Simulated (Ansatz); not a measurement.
System: hcp Zn. Method: LDA in Ansatz (PAW).

Settings: plane-wave cutoff 520 eV, 24×24×12 k mesh (along the axes of the cell as run), Fermi–Dirac smearing 0.05 eV, scalar-relativistic PAW data made under PBE.

Cell (relaxed at this level):

```cif
data_Zn2
_chemical_formula_sum 'Zn2'
_space_group_name_H-M_alt 'P63/mmc'
_space_group_IT_number 194
_space_group_name_Hall '-P 6c 2c'
_cell_length_a 2.55933
_cell_length_b 2.55933
_cell_length_c 4.80301
_cell_angle_alpha 90.000
_cell_angle_beta 90.000
_cell_angle_gamma 120.000
loop_
_atom_site_label
_atom_site_type_symbol
_atom_site_symmetry_multiplicity
_atom_site_Wyckoff_symbol
_atom_site_fract_x
_atom_site_fract_y
_atom_site_fract_z
_atom_site_occupancy
Zn1 Zn 2 c 0.33333 0.66667 0.25000 1
```

Problem. What does this level give for the bulk modulus B0?

Solution. 
* **bulk modulus B0**: 92.4 GPa

The run finds no gap.

Measured, for comparison: bulk modulus 69.7 GPa (zero-point energy and finite temperature contributions removed, our sources range from 64.7 to 69.7; as tabulated in doi:10.1021/acs.jctc.3c00612). Computed (rounded) less measured: bulk modulus +33 % (+33 % to +43 % over the range).

Note: the bulk modulus comes from volumes at which shape and atoms were relaxed.

Computed values are for the static lattice.

Computing time: around 2.6 core-minutes (rough).

Ansatz is a first-principles code.
